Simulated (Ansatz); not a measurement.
**Relaxing PtBr**

Method: DFT PBE, scalar-relativistic, plane waves, PAW in Ansatz. Cutoff 420 eV, Γ-centred k mesh, Gaussian smearing, no spin polarisation in the final step.

PtBr was placed on the wurtzite structure type (P6_3mc, No. 186), with Pt in place of Zn, Br in place of O, at a guessed volume.

```yaml
crystal:
  lattice:
    - [4.14383, 0.00000, 0.00000]
    - [-2.07191, 3.58866, 0.00000]
    - [0.00000, 0.00000, 6.63619]
  atoms:
    - { symbol: Pt, position: [0.33333, 0.66667, 0.00000] }
    - { symbol: Pt, position: [0.66667, 0.33333, 0.50000] }
    - { symbol: Br, position: [0.33333, 0.66667, 0.38210] }
    - { symbol: Br, position: [0.66667, 0.33333, 0.88210] }
```

Cell and atoms relax at zero pressure; the relaxation can't lower the symmetry of the start.

Energies over the elements count from the elements' standard structures at the same level, with no empirical corrections.

**Question.** Which crystal results?

**Answer.** It keeps P6_3mc (No. 186). The result has the wurtzite structure. Conventional cell: a = 3.852 Å, c = 7.615 Å. Pt has 1 Br at 2.42 Å and 3 Br at 2.62 Å; Br is coordinated by 1 Pt at 2.42 Å and 3 Pt at 2.62 Å.

```xyz
4
Lattice="3.8517 0.0000 0.0000 -1.9259 3.3357 0.0000 0.0000 0.0000 7.6155" Properties=species:S:1:pos:R:3 pbc="T T T"
Pt    0.0000    2.2238    0.2442
Pt    1.9259    1.1119    4.0519
Br    0.0000    2.2238    2.6657
Br    1.9259    1.1119    6.4734
```

**Question.** What are its volume, energy, density and gap?

**Answer.** The volume per atom is 24.46 Å³, the density is 9.33 g/cm³ and the energy over the elements is 0.62 eV/atom. The gap on the 12×12×8 mesh is 0 eV (a metal).

The final run used a 12×12×8 mesh on its 4-atom cell and 0.10 eV smearing. The k mesh leaves about 4 meV/atom of noise in metals. Spin–orbit coupling is left out. Symmetry constrained the relaxation, so the result can be a saddle point.

Cost: 2 runs of about 1.5 core-minutes in all, on AMD EPYC 9B45 (Zen 5) (shared hosts).